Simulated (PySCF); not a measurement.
`C1COCCO1` (1,4-dioxane). Structure optimised with GFN2-xTB, isolated species.

```
atom  x, y, z in Å
C1     0.0698    1.3854    0.0800
C2     1.2805    0.4674    0.2668
O3     0.8791   -0.7894    0.7701
C4    -0.0700   -1.3858   -0.0887
C5    -1.2810   -0.4676   -0.2732
O6    -0.8796    0.7886   -0.7782
H7    -0.3892    1.5868    1.0600
H8     0.3625    2.3256   -0.3890
H9     1.7906    0.3358   -0.6997
H10    1.9772    0.8839    0.9954
H11   -0.3614   -2.3271    0.3789
H12    0.3883   -1.5850   -1.0695
H13   -1.9795   -0.8844   -0.9999
H14   -1.7878   -0.3347    0.6949
```

What is the longest distance between nuclei?

H10···H13 and H8···H11, 4.771 Å.

Work out the bond lengths C1–C2, C2–H10, O3–C4, C4–C5, C4–H12, C5–O6, C5–H14 in bohr.

For C1–C2 the difference vector is (1.2107, -0.9180, 0.1868) Å, of length 1.5308 Å. 1 bohr = 0.529177 Å. C1–C2 2.893; C2–H10 2.061; O3–C4 2.668; C4–C5 2.893; C4–H12 2.080; C5–O6 2.669; C5–H14 2.080 bohr.

What is the repulsion energy of the bare nuclei, Σ ZA·ZB/RAB?

264.99 Eh over 91 pairs, with full nuclear charges and distances in bohr; the largest single term is 17.99 Eh (C2 with O3, or a pair equal to it).

How far apart are these pairs, which share no bond: C1···H11, C4···H9, C4···H14, H12···H14, H13···H14?

C1···H11 3.749 Å (4 bonds apart); C4···H9 2.608 Å (3 bonds apart); C4···H14 2.161 Å (2 bonds apart); H12···H14 3.068 Å (3 bonds apart); H13···H14 1.792 Å (2 bonds apart).

Give the dihedral angles H13–C5–O6–C1, C2–O3–C4–H11, H11–C4–C5–H14.

H13–C5–O6–C1 -178° (antiperiplanar); C2–O3–C4–H11 -178° (antiperiplanar); H11–C4–C5–H14 54° (synclinal). Dihedral signs follow IUPAC: positive where, seen along the central bond, the front bond turns clockwise onto the rear one.

Write the matrix of distances between heavy atoms (Å, lower triangle).

```
C1    0.000
C2    1.531  0.000
O3    2.421  1.412  0.000
C4    2.780  2.320  1.412  0.000
C5    2.320  2.780  2.420  1.531  0.000
O6    1.412  2.421  2.825  2.421  1.412  0.000
```

The point group is C2h within 0.08 Å; differences among equivalent distances and angles are scatter left by the optimiser. No GFN2-xTB frequencies stand behind this structure, so it isn't proved a minimum. The numbers are those of one conformer.

The numbers are calculated, not measured.
